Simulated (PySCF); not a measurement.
C2H6O, SMILES COC (connectivity only; charge and spin as stated), charge +1, multiplicity 2. Atoms are numbered in the order given.

```xyz
9

C      1.2137    -0.0003     0.1859
O      0.0000     0.0000    -0.4964
C     -1.2137     0.0003     0.1859
H      1.0980    -0.0050     1.2674
H      1.7775    -0.8666    -0.2030
H      1.7723     0.8736    -0.1943
H     -1.0980     0.0050     1.2674
H     -1.7775     0.8666    -0.2030
H     -1.7723    -0.8736    -0.1943
```
Charge +1, spin multiplicity 2.

Geometry optimised at PBE0-D3(BJ)/def2-TZVP. The multiplicity is an assumed one; other spin states were not compared.

Level of theory: B3LYP/pcH-1 run with PySCF.

Unrestricted Kohn–Sham, ⟨S²⟩ = 0.754. Hyperfine tensors hold the contact and dipolar terms, without spin-orbit corrections.

Question: Estimate the hyperfine couplings. (The exact figures need the calculation; the answer reports its results.)

Answer: 
```
nucleus    A(iso) (MHz)  A(iso) (G)  dipolar principal values (MHz)
---------  ------------  ----------  ------------------------------
13C no. 1         -31.6       -11.3               -11.8, -4.7, 16.4
17O no. 2         -66.3       -23.7            -227.1, 112.3, 114.9
13C no. 3         -31.6       -11.3               -11.8, -4.7, 16.4
1H no. 4           -4.9        -1.7                 -5.0, -4.7, 9.7
1H no. 5          211.0        75.3               -10.4, -5.0, 15.5
1H no. 6          214.4        76.5               -10.5, -5.1, 15.5
1H no. 7           -4.9        -1.7                 -5.0, -4.7, 9.7
1H no. 8          211.0        75.3               -10.4, -5.0, 15.5
1H no. 9          214.4        76.5               -10.5, -5.1, 15.5
```

Question: And the g tensor (effective nuclear charges for spin-orbit coupling, GIAO)? (An estimate is asked for; the answer gives what the named calculation found.)

Answer: principal values 2.0021, 2.0076, 2.0140; isotropic 2.0079.
